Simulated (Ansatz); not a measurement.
A nudged elastic band was laid between two geometries of BClH2 (4 atoms, charge 0, multiplicity 1).

All numbers below come from Ansatz, RKS PBE0/def2-SVP.

- movable images: 7
- climbing image: yes
- spring: 5.0 eV/Å²
- optimiser: quadratic models (default)
- start path: through a guess of the saddle point
- force threshold: 0.05 eV/Å
- iteration limit: 60
- end points: relaxed

Initial state:

```xyz
4
Properties=species:S:1:pos:R:3
B 0.288 0.000 0.166
H 0.250 0.000 1.369
H 1.311 0.000 -0.468
Cl -1.217 0.000 -0.703
```

Final state:

```xyz
4
Properties=species:S:1:pos:R:3
B -0.667 0.000 -1.042
H 2.023 0.000 1.786
H 1.587 0.000 1.160
Cl -2.311 0.000 -1.539
```

Q: Which bonds break or form, and what moves?

A: Bonds broken: B1–H2, B1–H3. Bonds formed: H2–H3. BClH2 becomes BCl + H2.

Q: Give the energies along the band, and the barrier.

A: It converged. The highest image is number 3 of 0 to 8, 94.7 kcal/mol above the first end and 20.2 kcal/mol above the last; the last end lies 74.5 kcal/mol above the first. Neighbouring images differ by up to 2.0 eV, so the band resolves the path poorly. A vibrational analysis at the climbing image gives one clearly imaginary mode, 1190i cm⁻¹: a first-order saddle point. The orbitals stay closed-shell, which can raise the energy where a bond breaks towards radicals; this wasn't checked here.

```
image  path coordinate (Å)  energy (kcal/mol)  B1–H2 (Å)  B1–H3 (Å)  H2–H3 (Å)
    0                 0.00                0.0       1.20       1.20       2.12
    1                 0.43               15.9       1.18       1.19       1.76
    2                 0.87               62.6       1.29       1.17       1.35
    3                 1.30               94.7       1.60       1.28       0.99
    4                 1.92               80.3       2.29       1.90       0.78
    5                 2.53               75.4       3.00       2.53       0.76
    6                 3.15               74.7       3.55       2.98       0.76
    7                 3.77               74.5       3.76       3.05       0.76
    8                 4.38               74.5       3.90       3.15       0.76
```

Q: What is the geometry of the highest image?

A: 
```xyz
4
Properties=species:S:1:pos:R:3:forces:R:3
B 0.310 0.000 -0.547 0.00 0.00 0.00
H 0.514 0.000 1.035 0.00 0.00 0.00
H 1.228 0.000 0.344 0.00 0.00 0.00
Cl -1.419 0.000 -0.466 0.00 0.00 0.00
```

Run time: 95 s on 1 thread of Arm Neoverse V1 (shared host), peak memory 0.089 GiB.
